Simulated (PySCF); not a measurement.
Ionisation of ethanamine

System: ethanamine, `CCN` (C2H7N). Non-hydrogen atoms are numbered in `[CH3:1][CH2:2][NH2:3]`.

Energies: ωB97X-D3(BJ)/ma-def2-TZVP (PySCF, density fitting, integration grid level 2) on PBE0-D3(BJ)/def2-SVP structures. Zero-point and thermal terms (298.15 K, 1 bar) come from unscaled PBE0-D3(BJ)/def2-SVP harmonic frequencies, with soft modes damped to free rotors in the entropy.

Frontier levels of the parent: HOMO -9.46 eV, LUMO 1.17 eV.

Oxidation to the radical cation:
- Vertical ionisation energy (electronic): 9.60 eV
- Adiabatic ionisation energy (with zero-point energy): 8.78 eV
- Adiabatic, electronic part: 8.87 eV
- Vertical gap at the product's structure: 8.48 eV
- Inner reorganisation energy (four-point): 1114 meV
- Relaxation of product / of parent: 728 / 386 meV
- ⟨S²⟩ of the product: 0.755
- Largest spin populations: N3 0.86, H (on C2) 0.09, H (on C2) 0.08
- Largest changes of atomic charge: N3 0.47, H (on C2) 0.13, H (on N3) 0.11, H (on N3) 0.10
- Distances that move most (Å): C2–N3 1.451 → 1.406; C2–H 1.104 → 1.120; C1–C2 1.517 → 1.506; N3–H 1.018 → 1.026
- Potential in dichloromethane: 6.23 V absolute, 1.53 V against Fc+/Fc computed at 4.70 V (solvation -15 → -258 kJ/mol)

Solvents are IEF-PCM continua (electrostatics only, gas-phase structures); absolute potentials refer to an electron at rest in vacuum. Fc+/Fc in dichloromethane, 4.70 V, is ωB97X-D3(BJ)/ma-def2-TZVP on PBE0-D3(BJ)/def2-SVP structures with GFN2-xTB thermal terms. Benchmark calculations put it near 5.0 V in acetonitrile and DMSO, so it is about 0.3 V low, and the value against it can read up to that much too high.

Measured values (NIST Chemistry WebBook, evaluated or the median of agreeing entries): vertical ionisation energy 9.50 eV (computed 9.60, difference 0.10).
